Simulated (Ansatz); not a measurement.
**One shape, several levels: AlClO (SMILES [O]=[Al][Cl])**

Aim: a comparison of 6 runs (UHF/STO-3G, B3LYP/STO-3G, BHLYP/STO-3G, BLYP/STO-3G, r2SCAN/STO-3G, UMP2/STO-3G) of AlClO. 

The calculation is run with Ansatz 0.2.0.

66 further runs of the same task are left out: 6 that didn't finish, 60 set aside as unsound or not needed.

### Step 1. The system as given

AlClO: 3 atoms, total charge 0, spin state singlet. As SMILES, `[O]=[Al][Cl]`. The Cl3–Al2 distance was set to 2.517 Å, away from the relaxed value.

Bond lengths: O1–Al2 1.566 Å, Al2–Cl3 2.517 Å. Angles: O1–Al2–Cl3 180.0°.

### Step 2. The energy at UHF/STO-3G (run 1)

The input, input.yaml:

```yaml
crystal:
  periodic: [false, false, false]
  atoms:
    - symbol: O
      position_ang: [0.139010, 2.191445, 0.318139]
    - symbol: Al
      position_ang: [0.040880, 0.644405, 0.093559]
    - symbol: Cl
      position_ang: [-0.116820, -1.841490, -0.267330]
basis:
  gaussian:
    orbitals: STO-3G
magnetization:
  spin_polarized: true
  initial_magnetization: 0
hamiltonian:
  xc: hf
accuracy: high
```

Command:

```
$ ansatz run input.yaml --threads 1 --pin off --max-ram 2610MiB --events-out events.jsonl --progress --plain --runs-dir runs
```

The log of the run:

```text
Warning: RAYON_NUM_THREADS=1 ignored (pool sized by the plan → 1); use --threads N
Functional definition: HF
  name "HF"
  exchange = exact_x
  correlation = 0
385 factors; integrals over basis functions are off by at most 3.5e-8 eV
mean field evaluation 1: about -20875.1427 eV, gradient 2.6e1 eV
mean field evaluation 2: about -20875.1574 eV, gradient 2.6e1 eV
mean field evaluation 4: about -20881.6567 eV, gradient 1.8e0 eV
mean field evaluation 8: about -20881.6838 eV, gradient 2.9e-2 eV
mean field evaluation 16: about -20881.7729 eV, gradient 9.2e-1 eV
mean field evaluation 32: about -20881.9091 eV, gradient 8.8e-4 eV
mean field evaluation 64: about -20881.9090 eV, gradient 4.7e-2 eV
mean field evaluation 96: about -20881.9091 eV, gradient 3.6e-5 eV
mean field evaluation 128: about -20881.9091 eV, gradient 3.3e-4 eV
mean field evaluation 160: about -20881.9090 eV, gradient 3.7e-2 eV
mean field evaluation 192: about -20881.8953 eV, gradient 2.4e-1 eV
mean field evaluation 224: about -20881.9091 eV, gradient 6.7e-3 eV
mean field evaluation 256: about -20881.8139 eV, gradient 5.0e-1 eV
mean field evaluation 288: about -20881.7859 eV, gradient 5.3e-1 eV
mean field evaluation 320: about -20881.2310 eV, gradient 2.8e0 eV
mean field evaluation 352: about -20880.4186 eV, gradient 3.8e0 eV
mean field evaluation 384: about -20881.6836 eV, gradient 9.2e-2 eV
mean field evaluation 416: about -20881.8455 eV, gradient 1.4e0 eV
mean field evaluation 448: about -20881.9091 eV, gradient 3.1e-4 eV
mean field -20881.90909812 eV, -767.3960050897 hartree, gradient 3.9e-8 eV, S^2 0.616376; 10 other end points of the search recorded, 0 dependent functions left out
reference -20881.90909812 eV, -767.3960050897 hartree; 19, 19 occupied and 4, 4 virtual orbitals, 385 factors
Total energy: -20881.90909812 eV, -767.3960050897 hartree
```

Run time: 3.3 s. Hardware: 1 thread of Arm Neoverse V2, shared host.

### Step 3. A single-point energy at B3LYP/STO-3G (run 2)

The input, in.yaml:

```yaml
crystal:
  periodic: [false, false, false]
  atoms:
    - {symbol: O, position_ang: [0.139010, 2.191445, 0.318139]}
    - {symbol: Al, position_ang: [0.040880, 0.644405, 0.093559]}
    - {symbol: Cl, position_ang: [-0.116820, -1.841490, -0.267330]}
basis:
  gaussian: {orbitals: STO-3G}
hamiltonian: {xc: {name: B3LYP}}
accuracy: high
```

Command:

```
$ ansatz run in.yaml --threads 1 --pin off --max-ram 2610MiB --events-out events.jsonl --progress --plain --runs-dir runs
```

The log of the run:

```text
Warning: RAYON_NUM_THREADS=1 ignored (pool sized by the plan → 1); use --threads N
Functional definition: B3LYP
  name "B3LYP"
  parameter a0 = 0.2
  parameter ax = 0.72
  parameter ac = 0.81
  exchange = (1 - a0 - ax)*slater_x + ax*b88_x + a0*exact_x
  correlation = (1 - ac)*vwn_rpa_c + ac*lyp_c
385 factors; integrals over basis functions are off by at most 3.5e-8 eV
mean field evaluation 1: about -20911.2279 eV, gradient 4.6e1 eV
mean field evaluation 2: about -20749.7606 eV, gradient 1.9e2 eV
mean field evaluation 4: about -20920.6969 eV, gradient 1.4e1 eV
mean field evaluation 8: about -20921.5033 eV, gradient 1.2e-1 eV
mean field evaluation 16: about -20921.4860 eV, gradient 2.1e-5 eV
mean field -20921.48596996 eV, -768.8504283036 hartree, gradient 3.0e-8 eV, S^2 0.000000; 0 other end points of the search recorded, 0 dependent functions left out
reference -20921.48599431 eV, -768.8504291984 hartree; 19, 19 occupied and 4, 4 virtual orbitals, 385 factors
Total energy: -20921.48599431 eV, -768.8504291984 hartree
```

Wall time 0.88 s (1 thread of Arm Neoverse V2, shared host); peak memory 0.093 GiB.

Run 3 isn't shown in full; the table further down has it.

### Step 4. The energy at BLYP/STO-3G (run 4)

The input, run.yaml:

```yaml
crystal:
  periodic: [false, false, false]
  atoms:
    - {symbol: O, position_ang: [0.139010, 2.191445, 0.318139]}
    - {symbol: Al, position_ang: [0.040880, 0.644405, 0.093559]}
    - {symbol: Cl, position_ang: [-0.116820, -1.841490, -0.267330]}
basis:
  gaussian:
    orbitals: STO-3G
hamiltonian:
  xc: {name: BLYP}
accuracy: high
```

Command:

```
$ ansatz run run.yaml --threads 1 --pin off --max-ram 2610MiB --events-out events.jsonl --progress --plain --runs-dir runs
```

The log of the run:

```text
Warning: RAYON_NUM_THREADS=1 ignored (pool sized by the plan → 1); use --threads N
Functional definition: BLYP
  name "BLYP"
  parameter beta = 0.0042
  parameter a = 0.04918
  parameter b = 0.132
  parameter c = 0.2533
  parameter d = 0.349
  exchange = b88_x(beta = beta)
  correlation = lyp_c(a = a, b = b, c = c, d = d)
385 factors; integrals over basis functions are off by at most 3.5e-8 eV
mean field evaluation 1: about -20907.8320 eV, gradient 4.9e1 eV
mean field evaluation 2: about -20714.6116 eV, gradient 1.8e2 eV
mean field evaluation 4: about -20918.6787 eV, gradient 1.2e1 eV
mean field evaluation 8: about -20919.4560 eV, gradient 6.4e-1 eV
mean field evaluation 16: about -20919.4293 eV, gradient 1.5e-4 eV
mean field -20919.42931289 eV, -768.7748475502 hartree, gradient 5.7e-9 eV, S^2 0.000000; 0 other end points of the search recorded, 0 dependent functions left out
reference -20919.42934617 eV, -768.7748487731 hartree; 19, 19 occupied and 4, 4 virtual orbitals, 385 factors
Total energy: -20919.42934617 eV, -768.7748487731 hartree
```

Wall time 0.84 s (1 thread of Arm Neoverse V2, shared host); peak memory 0.093 GiB.

Run 5 isn't shown in full; the table further down has it.

### Step 5. A single-point energy at UMP2/STO-3G (run 6)

The input, input.yaml:

```yaml
crystal:
  periodic: [false, false, false]
  atoms:
    - {symbol: O, position_ang: [0.139010, 2.191445, 0.318139]}
    - {symbol: Al, position_ang: [0.040880, 0.644405, 0.093559]}
    - {symbol: Cl, position_ang: [-0.116820, -1.841490, -0.267330]}
basis:
  gaussian:
    orbitals: STO-3G
magnetization:
  spin_polarized: true
correlation:
  method: mp2
  frozen_orbitals: {Al: 5, Cl: 5, O: 1}
accuracy: high
```

Command:

```
$ ansatz run input.yaml --threads 1 --pin off --max-ram 2610MiB --events-out events.jsonl --progress --plain --runs-dir runs
```

The log of the run (excerpt; [...] marks lines left out):

```text
Warning: RAYON_NUM_THREADS=1 ignored (pool sized by the plan → 1); use --threads N
[... 2 set-up lines as earlier in the session ...]
[...]
385 factors; integrals over basis functions are off by at most 3.5e-8 eV
[...]
mean field -20881.90909812 eV, -767.3960050897 hartree, gradient 2.7e-10 eV, S^2 0.616376; 17 other end points of the search recorded, 0 dependent functions left out
11 core orbitals not correlated: weight in the atoms' cores, before any rotation towards them, 1.000 or more for the frozen orbitals, at most 0.000 for the correlated occupied ones
reference -20881.90909812 eV, -767.3960050897 hartree; 8, 8 occupied and 4, 4 virtual orbitals, 385 factors
second order -1.82853559 eV of doubles, -0.00000000 eV of singles
Total energy: -20883.73763371 eV, -767.4632025332 hartree
```

It took 3.9 s on 1 thread of Arm Neoverse V2, shared host.

### Step 6. All runs side by side

```tsv
run	level	frozen core orbitals	energy (Eh)	wall time
1	UHF/STO-3G	–	-767.396005	3.3 s
2	B3LYP/STO-3G	–	-768.850429	0.88 s
3	BHLYP/STO-3G	–	-768.830196	0.86 s
4	BLYP/STO-3G	–	-768.774849	0.84 s
5	r2SCAN/STO-3G	–	-768.805991	2.5 s
6	UMP2/STO-3G	11	-767.463203	3.9 s
```

### Step 7. Results

```
                                           quantity          value
                                run 6: total energy  -767.46320 Eh
run 6: correlation energy (11 core orbitals frozen)      -67.2 mEh
           run 6: ⟨S²⟩ of the reference determinant          0.616
```

**Reading.** Totals of different functionals can't be ranked against each other. In runs 1, 2, 3, 4, 5, 6 the basis is minimal, so the values are rough. Spin contamination of the reference: run 1 ⟨S²⟩ = 0.62, run 6 ⟨S²⟩ = 0.62. Where it is this large, the reference is a mixture of spin states, and values that rest on it are in doubt. All runs together took 12 s, the longest 3.9 s.
